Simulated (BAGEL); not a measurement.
# CH4P2 (SMILES C=PP) at 3 levels

Aim: a comparison of 3 runs (HF/STO-3G, HF/6-31G*, HF/aug-cc-pVDZ) of CH4P2. 

The results are computed with BAGEL 1.2.2.

## 1. Starting point

The species is CH4P2 (7 atoms), meant as a singlet with charge 0. As SMILES, `C=PP`. One bond was lengthened or shortened from a relaxed shape.

Bond lengths: C1–P2 1.668 Å, P2–P3 2.209 Å, C1–H4 1.077 Å, C1–H5 1.241 Å, P3–H6 1.393 Å, P3–H7 1.394 Å. Angles: C1–P2–P3 103.3°, P2–C1–H4 118.9°, P2–C1–H5 125.4°, P2–P3–H6 94.8°, P2–P3–H7 95.0°, H4–C1–H5 115.7°, H6–P3–H7 91.7°.

## 2. The energy at HF/STO-3G (density fitting with qzvpp-jkfit) (run 1)

File calc.json:

```json
{ "bagel": [

{
  "title": "molecule",
  "basis": "sto-3g",
  "df_basis": "qzvpp-jkfit",
  "angstrom": "true",
  "geometry": [
    { "atom": "C", "xyz": [      -1.080700,      -0.166846,      -0.729538 ] },
    { "atom": "P", "xyz": [      -0.627300,      -1.343446,       0.361662 ] },
    { "atom": "P", "xyz": [       1.217090,      -0.522916,       1.257672 ] },
    { "atom": "H", "xyz": [      -1.970920,      -0.316786,      -1.317628 ] },
    { "atom": "H", "xyz": [      -0.473090,       0.895960,      -0.934670 ] },
    { "atom": "H", "xyz": [       0.685790,       0.746054,       1.479212 ] },
    { "atom": "H", "xyz": [       1.773510,      -0.123956,       0.043862 ] }
  ]
},

{
  "title": "hf"
},

{
  "title": "print",
  "file": "orbitals.molden",
  "orbitals": "true"
}

]}
```

On the command line:

```console
$ BAGEL_NUM_THREADS=1 BAGEL calc.json > calc.out
```

The log of the run:

```text
* using 1 threads per process

  ===============================================================
  ===============================================================

  *** Geometry ***

  { "atom" : "C", "xyz" : [     -2.042227,     -0.315293,     -1.378627 ] },
  { "atom" : "P", "xyz" : [     -1.185425,     -2.538745,      0.683442 ] },
  { "atom" : "P", "xyz" : [      2.299967,     -0.988168,      2.376656 ] },
  { "atom" : "H", "xyz" : [     -3.724499,     -0.598639,     -2.489956 ] },
  { "atom" : "H", "xyz" : [     -0.894011,      1.693119,     -1.766270 ] },
  { "atom" : "H", "xyz" : [      1.295955,      1.409838,      2.795306 ] },
  { "atom" : "H", "xyz" : [      3.351448,     -0.234243,      0.082887 ] },

  Number of auxiliary basis functions:      403

  Since a DF basis is specified, we compute 2- and 3-index integrals:
    o Being stored without compression. Storage requirement is 0.002 GB

  Number of basis functions:       27
  Number of electrons      :       40

    * METHOD: MOLECULE                             0.11

  *** RHF ***

  === Nuclear Repulsion ===
   135.0122681744

      * DIIS with orbital gradients will be used.

  === RHF iteration (sto-3g) ===
      0       -713.46093264          0.00542909           0.01
      1       -713.47023353          0.00226781           0.01
      2       -713.47147867          0.00111434           0.01
      3       -713.47180840          0.00006715           0.01
      4       -713.47181136          0.00002407           0.01
      5       -713.47181182          0.00001013           0.01
      6       -713.47181191          0.00000293           0.01
      7       -713.47181192          0.00000051           0.01
      8       -713.47181192          0.00000025           0.01
      9       -713.47181192          0.00000008           0.01
     10       -713.47181192          0.00000001           0.01
    * SCF iteration converged.

    * Permanent dipole moment:
           (    0.057623,    -0.217592,     0.178495) a.u.

    * METHOD: HF                                   0.17

    * METHOD: PRINT                                0.00

  ===============================================================
```

It took 0.44 s on 1 thread of Intel Xeon at 2.60GHz (Ice Lake), shared host; peak memory 0.082 GiB.

## 3. The energy at HF/6-31G(d) (density fitting with qzvpp-jkfit, spherical functions) (run 2)

File input.json:

```json
{ "bagel" : [

{
  "title" : "molecule",
  "basis" : "6-31gs.json",
  "df_basis" : "qzvpp-jkfit",
  "angstrom" : "true",
  "geometry" : [
    { "atom" : "C", "xyz" : [   -1.080700,   -0.166846,   -0.729538 ] },
    { "atom" : "P", "xyz" : [   -0.627300,   -1.343446,    0.361662 ] },
    { "atom" : "P", "xyz" : [    1.217090,   -0.522916,    1.257672 ] },
    { "atom" : "H", "xyz" : [   -1.970920,   -0.316786,   -1.317628 ] },
    { "atom" : "H", "xyz" : [   -0.473090,    0.895960,   -0.934670 ] },
    { "atom" : "H", "xyz" : [    0.685790,    0.746054,    1.479212 ] },
    { "atom" : "H", "xyz" : [    1.773510,   -0.123956,    0.043862 ] }
  ]
},
{
  "title" : "hf"
},
{
  "title" : "print",
  "file" : "orbitals.molden",
  "orbitals" : "true"
}

]}
```

The basis set 6-31G* is read from a file made from the Basis Set Exchange's data (not shown).

On the command line:

```console
$ BAGEL_NUM_THREADS=1 BAGEL input.json > input.out
```

The log of the run:

```text
* using 1 threads per process

  ===============================================================
  ===============================================================

  *** Geometry ***

  { "atom" : "C", "xyz" : [     -2.042227,     -0.315293,     -1.378627 ] },
  { "atom" : "P", "xyz" : [     -1.185425,     -2.538745,      0.683442 ] },
  { "atom" : "P", "xyz" : [      2.299967,     -0.988168,      2.376656 ] },
  { "atom" : "H", "xyz" : [     -3.724499,     -0.598639,     -2.489956 ] },
  { "atom" : "H", "xyz" : [     -0.894011,      1.693119,     -1.766270 ] },
  { "atom" : "H", "xyz" : [      1.295955,      1.409838,      2.795306 ] },
  { "atom" : "H", "xyz" : [      3.351448,     -0.234243,      0.082887 ] },

  Number of auxiliary basis functions:      403

  Since a DF basis is specified, we compute 2- and 3-index integrals:
    o Being stored without compression. Storage requirement is 0.011 GB

  Number of basis functions:       58
  Number of electrons      :       40

    * METHOD: MOLECULE                             0.15

  *** RHF ***

  === Nuclear Repulsion ===
   135.0122681744

      * DIIS with orbital gradients will be used.

  === RHF iteration (6-31gs.json) ===
      0       -721.50615597          0.01210540           0.03
      1       -721.55591164          0.00573847           0.03
      2       -721.56531114          0.00214117           0.03
      3       -721.56735601          0.00037283           0.03
      4       -721.56743909          0.00010382           0.02
      5       -721.56745074          0.00003935           0.02
      6       -721.56745252          0.00001593           0.02
      7       -721.56745287          0.00000555           0.02
      8       -721.56745291          0.00000124           0.02
      9       -721.56745291          0.00000038           0.02
     10       -721.56745291          0.00000018           0.02
     11       -721.56745291          0.00000006           0.02
     12       -721.56745291          0.00000003           0.02
     13       -721.56745291          0.00000001           0.02
    * SCF iteration converged.

    * Permanent dipole moment:
           (    0.117394,    -0.630160,     0.480930) a.u.

    * METHOD: HF                                   0.43

    * METHOD: PRINT                                0.01

  ===============================================================
```

It took 0.74 s on 1 thread of Intel Xeon at 2.60GHz (Ice Lake), shared host; peak memory 0.082 GiB.

## 4. The energy at HF/aug-cc-pVDZ (density fitting with qzvpp-jkfit) (run 3)

File job.json:

```json
{ "bagel" : [

{
  "title" : "molecule",
  "basis" : "aug-cc-pvdz.json",
  "df_basis" : "qzvpp-jkfit",
  "angstrom" : "true",
  "geometry" : [
    { "atom" : "C", "xyz" : [   -1.080700,   -0.166846,   -0.729538 ] },
    { "atom" : "P", "xyz" : [   -0.627300,   -1.343446,    0.361662 ] },
    { "atom" : "P", "xyz" : [    1.217090,   -0.522916,    1.257672 ] },
    { "atom" : "H", "xyz" : [   -1.970920,   -0.316786,   -1.317628 ] },
    { "atom" : "H", "xyz" : [   -0.473090,    0.895960,   -0.934670 ] },
    { "atom" : "H", "xyz" : [    0.685790,    0.746054,    1.479212 ] },
    { "atom" : "H", "xyz" : [    1.773510,   -0.123956,    0.043862 ] }
  ]
},
{
  "title" : "hf"
},
{
  "title" : "print",
  "file" : "orbitals.molden",
  "orbitals" : "true"
}

]}
```

The basis set aug-cc-pVDZ is read from a file made from the Basis Set Exchange's data (not shown).

On the command line:

```console
$ BAGEL_NUM_THREADS=1 BAGEL job.json > job.out
```

The log of the run:

```text
* using 1 threads per process

  ===============================================================
  ===============================================================

  *** Geometry ***

  { "atom" : "C", "xyz" : [     -2.042227,     -0.315293,     -1.378627 ] },
  { "atom" : "P", "xyz" : [     -1.185425,     -2.538745,      0.683442 ] },
  { "atom" : "P", "xyz" : [      2.299967,     -0.988168,      2.376656 ] },
  { "atom" : "H", "xyz" : [     -3.724499,     -0.598639,     -2.489956 ] },
  { "atom" : "H", "xyz" : [     -0.894011,      1.693119,     -1.766270 ] },
  { "atom" : "H", "xyz" : [      1.295955,      1.409838,      2.795306 ] },
  { "atom" : "H", "xyz" : [      3.351448,     -0.234243,      0.082887 ] },

  Number of auxiliary basis functions:      403

  Since a DF basis is specified, we compute 2- and 3-index integrals:
    o Being stored without compression. Storage requirement is 0.041 GB

  Number of basis functions:      113
  Number of electrons      :       40

    * METHOD: MOLECULE                             0.21

  *** RHF ***

  === Nuclear Repulsion ===
   135.0122681744

      * DIIS with orbital gradients will be used.

  === RHF iteration (aug-cc-pvdz.json) ===
      0       -721.37089329          0.01826423           0.06
      1       -721.48388376          0.01627276           0.06
      2       -721.61585576          0.00219727           0.06
      3       -721.62050210          0.00040925           0.06
      4       -721.62072795          0.00013954           0.06
      5       -721.62076070          0.00006102           0.06
      6       -721.62076839          0.00002454           0.06
      7       -721.62076955          0.00000682           0.06
      8       -721.62076962          0.00000159           0.06
      9       -721.62076962          0.00000075           0.06
     10       -721.62076962          0.00000023           0.06
     11       -721.62076962          0.00000009           0.06
     12       -721.62076962          0.00000003           0.06
     13       -721.62076962          0.00000001           0.06
     14       -721.62076962          0.00000000           0.06
    * SCF iteration converged.

    * Permanent dipole moment:
           (    0.085456,    -0.562081,     0.413939) a.u.

    * METHOD: HF                                   1.03

    * METHOD: PRINT                                0.02

  ===============================================================
```

Run time: 1.4 s. Hardware: 1 thread of Intel Xeon at 2.60GHz (Ice Lake), shared host; peak memory 0.13 GiB.

## 5. The series

```
run                                                              level  energy (Eh)  dipole moment (D)  HOMO energy (eV)  LUMO energy (eV)  wall time
  1                       HF/STO-3G (density fitting with qzvpp-jkfit)  -713.471812               0.73             -6.79              6.32     0.44 s
  2  HF/6-31G* (density fitting with qzvpp-jkfit, spherical functions)  -721.567453               2.04             -9.80              1.55     0.74 s
  3                  HF/aug-cc-pVDZ (density fitting with qzvpp-jkfit)  -721.620770               1.79             -9.85              0.96      1.4 s
```

## 6. Outcome

| quantity | value |
| --- | --- |
| run 3: total energy | -721.62077 Eh |
| run 3: dipole moment | 1.79 D |
| run 3: HOMO energy | -9.85 eV |
| run 3: LUMO energy | 0.96 eV |
| run 3: HOMO–LUMO gap | 10.81 eV |

What this shows: The dipole moment (its size) runs from 0.73 D (HF/STO-3G) to 2.04 D (HF/6-31G*). The HOMO–LUMO gap runs from 10.81 eV (HF/aug-cc-pVDZ) to 13.12 eV (HF/STO-3G). In run 1 the basis is minimal, so the values are rough. All runs together took 2.6 s, the longest 1.4 s.
